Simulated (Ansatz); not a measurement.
Ansatz (a program for electronic structure) input for C₃H₈, SMILES CCC, PBE-D3(BJ)/def2-SVP. 

Ansatz 0.2 input:
```yaml
crystal:
  periodic: [false, false, false]
  atoms:
    - {symbol: C, position_ang: [1.27362259, 0.00000000, 0.25924043]}
    - {symbol: C, position_ang: [-0.00000000, 0.00000000, -0.58560207]}
    - {symbol: C, position_ang: [-1.27362259, -0.00000000, 0.25924044]}
    - {symbol: H, position_ang: [2.17867435, 0.00000000, -0.36898291]}
    - {symbol: H, position_ang: [1.31767708, 0.88897308, 0.91067962]}
    - {symbol: H, position_ang: [1.31767708, -0.88897310, 0.91067960]}
    - {symbol: H, position_ang: [-0.00000000, -0.88112604, -1.25101271]}
    - {symbol: H, position_ang: [-0.00000000, 0.88112606, -1.25101270]}
    - {symbol: H, position_ang: [-2.17867435, 0.00000000, -0.36898291]}
    - {symbol: H, position_ang: [-1.31767708, -0.88897309, 0.91067960]}
    - {symbol: H, position_ang: [-1.31767708, 0.88897309, 0.91067961]}
basis:
  gaussian:
    orbitals: def2-SVP
hamiltonian:
  xc: pbe
  dispersion: d3bj
relax: {f_tol: 0.002, max_steps: 200}
```

Program output:

```
WARN ansatz: RAYON_NUM_THREADS=1 ignored (pool sized by the plan → 1); use --threads N
Functional definition: PBE
integrals: 0.03 GiB planned
938 factors; their error is unknown
mean field: 0.18 GiB planned
mean field evaluation 1: about -3223.7804 eV, gradient 6.4e1 eV
mean field evaluation 2: about -3208.3933 eV, gradient 9.7e1 eV
mean field evaluation 4: about -3234.6274 eV, gradient 3.8e0 eV
mean field evaluation 8: about -3234.6604 eV, gradient 2.9e-2 eV
mean field evaluation 16: about -3234.6189 eV, gradient 1.0e-5 eV
mean field -3234.61886759 eV, -118.8700508805 hartree, gradient 4.5e-6 eV, S^2 0.000000; 0 other end points of the search recorded, 0 dependent functions left out
the calculation of the forces begins
reference -3234.61889671 eV, -118.8700519507 hartree; 13, 13 occupied and 69, 69 virtual orbitals, 938 factors
relax step   1: F+E_penalty+E_count = -3234.78284833 eV  Δ(F+E_penalty+E_count) = +0.000e0 eV  max|allowed force component| = 2.769e-1 eV/Å  Δτ_max = 0.0000 Å  (26 SCF iters, accepted)
these checks for a lower state are left out or cut short: starts, cluster_reference, orbital_swaps, neighbouring_geometries, increment
integrals: 0.03 GiB planned
938 factors; their error is unknown
mean field: 0.18 GiB planned
mean field -3234.62646437 eV, -118.8703300572 hartree, gradient 1.3e-5 eV, S^2 0.000000; 0 other end points of the search recorded, 0 dependent functions left out
the calculation of the forces begins
reference -3234.62649354 eV, -118.8703311291 hartree; 13, 13 occupied and 69, 69 virtual orbitals, 938 factors
relax step   2: F+E_penalty+E_count = -3234.79000412 eV  Δ(F+E_penalty+E_count) = -7.156e-3 eV  max|allowed force component| = 8.491e-2 eV/Å  Δτ_max = 0.0091 Å  (30 SCF iters, accepted)
these checks for a lower state are left out or cut short: starts, cluster_reference, orbital_swaps, neighbouring_geometries, increment
integrals: 0.03 GiB planned
938 factors; their error is unknown
mean field: 0.18 GiB planned
mean field evaluation 32: about -3234.6273 eV, gradient 2.4e-5 eV
mean field -3234.62725723 eV, -118.8703591942 hartree, gradient 2.4e-5 eV, S^2 0.000000; 0 other end points of the search recorded, 0 dependent functions left out
the calculation of the forces begins
reference -3234.62728641 eV, -118.8703602663 hartree; 13, 13 occupied and 69, 69 virtual orbitals, 938 factors
relax step   3: F+E_penalty+E_count = -3234.79067778 eV  Δ(F+E_penalty+E_count) = -6.737e-4 eV  max|allowed force component| = 2.055e-2 eV/Å  Δτ_max = 0.0031 Å  (22 SCF iters, accepted)
these checks for a lower state are left out or cut short: starts, cluster_reference, orbital_swaps, neighbouring_geometries, increment
integrals: 0.03 GiB planned
938 factors; their error is unknown
mean field: 0.18 GiB planned
mean field -3234.62727856 eV, -118.8703599780 hartree, gradient 8.3e-5 eV, S^2 0.000000; 0 other end points of the search recorded, 0 dependent functions left out
the calculation of the forces begins
reference -3234.62730773 eV, -118.8703610501 hartree; 13, 13 occupied and 69, 69 virtual orbitals, 938 factors
relax step   4: F+E_penalty+E_count = -3234.79068605 eV  Δ(F+E_penalty+E_count) = -8.275e-6 eV  max|allowed force component| = 4.940e-3 eV/Å  Δτ_max = 0.0006 Å  (18 SCF iters, accepted)
these checks for a lower state are left out or cut short: starts, cluster_reference, orbital_swaps, neighbouring_geometries, increment
integrals: 0.03 GiB planned
938 factors; their error is unknown
mean field: 0.18 GiB planned
mean field -3234.62727158 eV, -118.8703597214 hartree, gradient 1.6e-5 eV, S^2 0.000000; 0 other end points of the search recorded, 0 dependent functions left out
the calculation of the forces begins
reference -3234.62730075 eV, -118.8703607934 hartree; 13, 13 occupied and 69, 69 virtual orbitals, 938 factors
relax step   5: F+E_penalty+E_count = -3234.79068740 eV  Δ(F+E_penalty+E_count) = -1.348e-6 eV  max|allowed force component| = 1.962e-4 eV/Å  Δτ_max = 0.0002 Å  (17 SCF iters, accepted)
integrals: 0.03 GiB planned
938 factors; their error is unknown
mean field: 0.18 GiB planned
mean field -3234.62727158 eV, -118.8703597214 hartree, gradient 2.8e-5 eV, S^2 0.000000; 1 other end points of the search recorded, 0 dependent functions left out
the calculation of the forces begins
reference -3234.62730075 eV, -118.8703607934 hartree; 13, 13 occupied and 69, 69 virtual orbitals, 938 factors
Total energy: -3234.79071657 eV, -118.8763662141 hartree
Atom 0 at     1.277513     0.000000     0.258219 Å, force     0.000057     0.000000     0.000104 eV/Å
Atom 1 at    -0.000000    -0.000000    -0.583575 Å, force    -0.000000     0.000000     0.000197 eV/Å
Atom 2 at    -1.277513    -0.000000     0.258219 Å, force    -0.000057     0.000000     0.000104 eV/Å
Atom 3 at     2.188923    -0.000000    -0.373566 Å, force    -0.000015     0.000000     0.000029 eV/Å
Atom 4 at     1.326717     0.893549     0.915800 Å, force    -0.000048     0.000013    -0.000070 eV/Å
Atom 5 at     1.326717    -0.893549     0.915800 Å, force    -0.000048    -0.000013    -0.000070 eV/Å
Atom 6 at     0.000000    -0.885481    -1.256663 Å, force     0.000000    -0.000136    -0.000092 eV/Å
Atom 7 at     0.000000     0.885481    -1.256663 Å, force     0.000000     0.000136    -0.000092 eV/Å
Atom 8 at    -2.188923     0.000000    -0.373566 Å, force     0.000015    -0.000000     0.000029 eV/Å
Atom 9 at    -1.326717    -0.893549     0.915800 Å, force     0.000048    -0.000013    -0.000070 eV/Å
Atom 10 at    -1.326717     0.893549     0.915800 Å, force     0.000048     0.000013    -0.000070 eV/Å
Dipole moment:     0.000000     0.000000    -0.012095 e Å
```

The calculation finished and met its thresholds.
